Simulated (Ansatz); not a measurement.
# C2H10Si: a short trajectory

The task is to watch the atoms for 40 steps of 0.5 fs, started with velocities for 300 K and run with a Nosé-Hoover thermostat, and see to which side of the barrier the system falls.

The runs use Ansatz 0.2.0, Gaussian basis; Hartree-Fock/def2-SVPD.

1 further run of the same task is left out (it didn't finish).

### 1 Where the work starts

The start, a first-order saddle point found at PBE0-D4 in triple zeta: 13 atoms, charge 0, spin multiplicity 1.

Atoms are counted from 1 here; the program's logs count them from 0.

Bond lengths: Si1–H3 1.520 Å, Si1–H4 1.486 Å, Si1–C5 1.869 Å, Si1–H6 1.644 Å, C2–H6 1.357 Å, C2–H8 1.089 Å, C2–H9 1.090 Å, C2–H10 1.098 Å, C5–H11 1.094 Å, C5–H12 1.091 Å, C5–H13 1.093 Å. Angles: H3–Si1–H4 102.3°, H3–Si1–C5 101.4°, H3–Si1–H6 120.8°, H4–Si1–C5 121.9°, H4–Si1–H6 102.5°, C5–Si1–H6 109.1°, H6–C2–H8 120.6°, H6–C2–H9 118.8°, H6–C2–H10 84.4°, H8–C2–H9 111.0°, H8–C2–H10 108.8°, H9–C2–H10 108.7°, Si1–C5–H11 109.2°, Si1–C5–H12 112.0°, Si1–C5–H13 109.8°, H11–C5–H12 107.8°, H11–C5–H13 107.6°, H12–C5–H13 110.2° and more.

Geometry (Å):

```
Si   -0.54902    0.28109    0.32174
C     0.63397   -1.53753    0.55495
H    -1.60160   -0.70504   -0.15864
H    -1.12833    0.76353    1.60267
C    -0.38035    1.39595   -1.16857
H     0.94357   -0.23492    0.77812
H     0.96428    0.89643    0.88300
H    -0.06432   -2.06134    1.20653
H     0.54490   -1.88753   -0.47337
H     1.65748   -1.72919    0.90451
H     0.35614    0.96954   -1.85647
H    -0.04219    2.39636   -0.89495
H    -1.33455    1.45274   -1.69952
```

### 2 The run

File md/in.yaml:

```yaml
crystal:
  periodic: [false, false, false]
  atoms:
    - {symbol: Si, position_ang: [-0.549024, 0.281089, 0.321739]}
    - {symbol: C, position_ang: [0.633973, -1.537525, 0.554948]}
    - {symbol: H, position_ang: [-1.601599, -0.705040, -0.158644]}
    - {symbol: H, position_ang: [-1.128325, 0.763534, 1.602671]}
    - {symbol: C, position_ang: [-0.380346, 1.395952, -1.168567]}
    - {symbol: H, position_ang: [0.943572, -0.234918, 0.778121]}
    - {symbol: H, position_ang: [0.964282, 0.896428, 0.883003]}
    - {symbol: H, position_ang: [-0.064323, -2.061335, 1.206534]}
    - {symbol: H, position_ang: [0.544902, -1.887535, -0.473370]}
    - {symbol: H, position_ang: [1.657482, -1.729192, 0.904511]}
    - {symbol: H, position_ang: [0.356136, 0.969541, -1.856474]}
    - {symbol: H, position_ang: [-0.042185, 2.396365, -0.894950]}
    - {symbol: H, position_ang: [-1.334546, 1.452735, -1.699522]}
basis:
  gaussian: {orbitals: def2-SVPD}
hamiltonian: {xc: hf}
md: {n_steps: 40, timestep: 0.5, temperature: 300, ensemble: nvt_nose_hoover, seed: 359, initial_velocities: maxwell_boltzmann}
```

Run with:

```sh
$ ansatz run in.yaml --threads 4 --pin off --events-out ev --progress --plain --max-ram 9574MiB
```

Q: Predict the outcome of this session. Wanted: temperature at the start; mean temperature, second half; lowest and highest potential energy, from the first frame; largest change of potential + kinetic; bonds lost by distance.

As calculated:

| quantity | value |
| --- | --- |
| length | 40 steps, 20.0 fs |
| temperature at the start | 300 K |
| mean temperature, second half | 1091 K |
| lowest and highest potential energy, from the first frame | -2278 and 88 meV |
| largest change of potential + kinetic | 41.2 meV |
| bonds lost by distance | Si1–C2, Si1–H6 |

What this shows: By the last frame it has moved towards the side where Si1–H7, C2–H6 form. The system runs downhill by 2.28 eV, and that energy turns into motion. The thermostat trades energy with the molecule, so the sum of potential and kinetic energy isn't conserved: it changes by -41 meV over the run. The mean temperature of the second half is still well above the 300 K set. The instant temperature ranges from 240 to 1873 K, as energy passes between motion and strain.
